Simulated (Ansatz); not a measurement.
A calculation with Ansatz (development build ahead of 0.2.0).

```yaml
crystal:
  periodic: [false, false, false]
  atoms:
    - { symbol: O, position_ang: [0.0, 0.0, 0.485] }
    - { symbol: H, position_ang: [0.0, 0.0, -0.485] }
basis:
  gaussian: { orbitals: "6-31G" }
magnetization:
  spin_polarized: true
  initial_magnetization: 1
hamiltonian:
  xc: hf
correlation:
  method: ccsd_t
  frozen_orbitals: { H: 0, O: 1 }
```

The input is written out in the form of the current development build from the run's settings.

Results

| Quantity | Value |
| --- | --- |
| Converged | yes |
| Reference energy | -75.36317 hartree |
| CCSD correlation energy | -0.09797 hartree |
| Triples correction | -0.00055 hartree |
| Total energy | -75.46169 hartree |
| Spin squared of the determinant | 0.754 |
